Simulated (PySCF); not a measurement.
# SiH3 (silyl radical) at 4 levels

We compute a comparison of 4 runs (UHF/STO-3G, UHF/3-21G, UB3LYP/6-31G*, USCS-MP2/cc-pVTZ) of SiH3 (silyl radical). The job is set up through a Python script.

The calculation is run with PySCF 2.14.0.

2 further runs of the same task are left out: 2 set aside as unsound or not needed.

### Step 1. The system as given

SiH3: 4 atoms, total charge 0, spin state doublet. SMILES: `[SiH3]`. Geometry: relaxed at PBE0-D4/def2-TZVP.

Bond lengths: Si1–H2 1.486 Å, Si1–H3 1.486 Å, Si1–H4 1.486 Å. Angles: H2–Si1–H3 111.2°, H2–Si1–H4 111.2°, H3–Si1–H4 111.2°.

### Step 2. A single-point energy at UHF/STO-3G (run 1)

job.py reads:

```python
from pyscf import gto, scf

mol = gto.M(
    atom=[
    ('Si', (0.293780, -0.026900, -0.164030)),
    ('H', (0.559150, 0.665300, 1.123900)),
    ('H', (-0.224040, -1.401650, 0.060130)),
    ('H', (-0.628890, 0.763250, -1.019990)),
],
    spin=1,
    max_memory=1860,
    basis='sto-3g',
    verbose=4,
)

mf = scf.UHF(mol)
mf.conv_tol = 1e-10
mf.kernel()
if not mf.converged:
    mf = mf.newton().run(mf.mo_coeff, mf.mo_occ)

etot = mf.e_tot
print('Final energy', etot)
```

Command:

```console
$ OMP_NUM_THREADS=1 python job.py
```

The program printed:

```text
PySCF version 2.14.0

[... 76 lines left out ...]
converged SCF energy = -287.270976901207  <S^2> = 0.7524591  2S+1 = 2.0024576
Final energy -287.2709769012068
```

Run time: 0.6 s. Hardware: 1 thread of Arm Neoverse V1, shared host; peak memory 0.099 GiB.

### Step 3. A single-point energy at UHF/3-21G (run 2)

calc.py reads:

```python
from pyscf import gto, scf

mol = gto.M(
    atom=[
    ('Si', (0.293780, -0.026900, -0.164030)),
    ('H', (0.559150, 0.665300, 1.123900)),
    ('H', (-0.224040, -1.401650, 0.060130)),
    ('H', (-0.628890, 0.763250, -1.019990)),
],
    verbose=4,
    spin=1,
    basis='3-21g',
    max_memory=1860,
)

mf = scf.UHF(mol)
mf.conv_tol = 1e-10
mf.kernel()
if not mf.converged:
    mf = mf.newton().run(mf.mo_coeff, mf.mo_occ)

energy = mf.e_tot
print('Final energy', energy)
```

Command:

```console
$ OMP_NUM_THREADS=1 python calc.py
```

The program printed:

```text
PySCF version 2.14.0

[... 80 lines left out ...]
converged SCF energy = -289.080521544174  <S^2> = 0.75505871  2S+1 = 2.0050523
Final energy -289.08052154417413
```

Wall time 0.6 s (1 thread of Arm Neoverse V1, shared host); peak memory 0.099 GiB.

Run 3 isn't shown in full; the table further down has it.

### Step 4. A single-point energy at USCS-MP2/cc-pVTZ (run 4)

start.xyz reads:

```xyz
4
H3Si
Si     0.293780    -0.026900    -0.164030
H      0.559150     0.665300     1.123900
H     -0.224040    -1.401650     0.060130
H     -0.628890     0.763250    -1.019990
```

input.py reads:

```python
from pyscf import gto, scf, mp

system = gto.M(
    atom='start.xyz',
    charge=0,
    spin=1,
    max_memory=1860,
    basis='cc-pvtz',
    verbose=4,
)

hf = scf.UHF(system)
hf.conv_tol = 1e-10
hf.kernel()
if not hf.converged:
    hf = hf.newton().run(hf.mo_coeff, hf.mo_occ)

pt = mp.MP2(hf, frozen=5).run()
energy = hf.e_tot + 1.2 * pt.e_corr_os + pt.e_corr_ss / 3
print('E = %.10f Eh' % energy)
```

Command:

```console
$ OMP_NUM_THREADS=1 python input.py
```

The program printed:

```text
PySCF version 2.14.0

[... 84 lines left out ...]
converged SCF energy = -290.64029174616  <S^2> = 0.7550189  2S+1 = 2.0050126
[... 1 line left out ...]
******** <class 'pyscf.mp.ump2.UMP2'> ********
nocc = (np.int64(4), np.int64(3)), nmo = (71, 71)
frozen orbitals 5
E(UMP2) = -290.756802794424  E_corr = -0.116511048263663
E(SCS-UMP2) = -290.767839033645  E_corr = -0.127547287484398
E_corr(same-spin) = -0.0141530428061512
E_corr(oppo-spin) = -0.102358005457512
E = -290.7678390336 Eh
```

It took 1.8 s on 1 thread of Arm Neoverse V1, shared host; peak memory 0.15 GiB.

### Step 5. The series

```csv
run,level,integration grid,frozen core orbitals,energy (Eh),dipole moment (D) of the reference,HOMO energy (eV),LUMO energy (eV),wall time
1,UHF/STO-3G,–,–,-287.270977,0.61,-6.60,6.64,0.6 s
2,UHF/3-21G,–,–,-289.080522,0.34,-9.11,1.08,0.6 s
3,UB3LYP/6-31G* (spherical functions),5,–,-291.230519,0.02,-6.02,-2.85,3.6 s
4,USCS-MP2/cc-pVTZ,–,5,-290.767839,0.04,-9.18,1.24,1.8 s
```

### Step 6. Summary of results

| quantity | value |
| --- | --- |
| run 4: total energy | -290.76784 Eh |
| run 4: dipole moment (Hartree–Fock density) | 0.04 D |
| run 4: HOMO energy (Hartree–Fock orbitals) (highest over α and β) | -9.18 eV |
| run 4: LUMO energy (Hartree–Fock orbitals) (lowest over α and β) | 1.24 eV |
| run 4: correlation energy (5 core orbitals frozen) | -127.5 mEh |
| run 4: ⟨S²⟩ of the reference determinant | 0.755 |

In words: Over runs 1, 2, 3 the dipole moment (its size) runs from 0.02 D (UB3LYP/6-31G*) to 0.61 D (UHF/STO-3G). The two ends differ in method and basis. In run 1 the basis is minimal, so the values are rough. All runs together took 6.6 s, the longest 3.6 s.
